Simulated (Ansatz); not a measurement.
Cost and result for the atomization energy of `[SiH3][AlH][PH2]` (9 atoms, 8 bonds).

```xyz
9

Si   -0.517    1.185    1.212
Al    0.333   -0.885    0.203
P    -0.133   -1.375   -2.020
H    -1.382    1.957    0.275
H     0.618    2.071    1.604
H    -1.311    0.917    2.446
H     1.113   -1.970    1.063
H     0.102   -0.052   -2.477
H     1.176   -1.847   -2.305
```

Total charge 0; spin multiplicity 1. Geometry: relaxed with PBE0-D4/def2-TZVP. It is one conformer, not always the lowest. Program: Ansatz. All runs use 2 threads of an Arm Neoverse V1 on a shared host. Times are those of one run each, without the atoms' runs, and a repeat can differ threefold. Electronic energies, without spin–orbit coupling; frozen cores. CCSD(T)/CBS adds CCSD(T) − MP2 in def2-TZVPP to the MP2 limit, and its time is that of the two runs behind it. T1 = 0.014. B3LYP takes the VWN-RPA correlation (the form of Gaussian; ORCA's B3LYP/G). HSE06 is the plane-wave form, built on full-range PBE exchange.

CCSD(T)/CBS is a level of theory with its own doubt, some kJ/mol a heavy atom from the limit and from the frozen cores, so smaller differences don't rank the functionals.

| level | functions | wall time |
| --- | --- | --- |
| CCSD(T)/def2-SVP | 84 | 1.6 s |
| revPBE-D4/def2-TZVPP | 210 | 2.4 s |
| BHLYP-D4/def2-TZVPP | 210 | 3.3 s |
| HSE06-D4/def2-TZVPP | 210 | 3.8 s |
| CAM-B3LYP-D4/def2-TZVPP | 210 | 3.8 s |
| B3LYP-D4/def2-TZVPP (with forces) | 210 | 5.5 s |
| r2SCANh-D4/def2-TZVPP | 210 | 6 s |
| B2PLYP/def2-TZVPP | 210 | 6 s |
| ωB97X-V/def2-TZVPP | 210 | 9.5 s |
| B97M-V/def2-TZVPP | 210 | 12 s |
| MP2/def2-QZVPP | 390 | 19 s |
| CCSD(T)/def2-TZVPP | 210 | 43 s |
| CCSD(T)/CBS(def2) | – | 62 s |

(1) What atomization energy does each give, and how far from CCSD(T)/CBS? (An estimate is asked.)

Results:

(1) The calculation gave: 
```tsv
level	atomization (kJ/mol)	difference from CCSD(T)/CBS	per bond
CCSD(T)/def2-SVP	2191.7	-185.5	-23.2
revPBE-D4/def2-TZVPP	2319.7	-57.5	-7.2
BHLYP-D4/def2-TZVPP	2356.9	-20.3	-2.5
HSE06-D4/def2-TZVPP	2344.0	-33.2	-4.2
CAM-B3LYP-D4/def2-TZVPP	2381.1	3.9	0.5
B3LYP-D4/def2-TZVPP (with forces)	2380.4	3.2	0.4
r2SCANh-D4/def2-TZVPP	2369.0	-8.2	-1.0
B2PLYP/def2-TZVPP	2333.6	-43.6	-5.4
ωB97X-V/def2-TZVPP	2412.9	35.7	4.5
B97M-V/def2-TZVPP	2422.8	45.6	5.7
MP2/def2-QZVPP	2302.3	-74.9	-9.4
CCSD(T)/def2-TZVPP	2309.9	-67.3	-8.4
CCSD(T)/CBS(def2)	2377.2	0.0	0.0
```

The D4 term adds +28.3 kJ/mol with B3LYP and +15.0 kJ/mol with PBE0; it sums over pairs of atoms, weighted by their polarisabilities, and B3LYP, whose exchange is more repulsive, gets the larger term. From BLYP to BHLYP (50 % exact exchange), in def2-TZVPP and without D4, the atomization energy moves by +18.3 kJ/mol. At CCSD(T), def2-SVP lies −185.5 kJ/mol from the extrapolated value and def2-TZVPP −67.3 kJ/mol: correlation converges slowly with the basis, and small sets miss more of it in the bonded molecule than in its fragments.
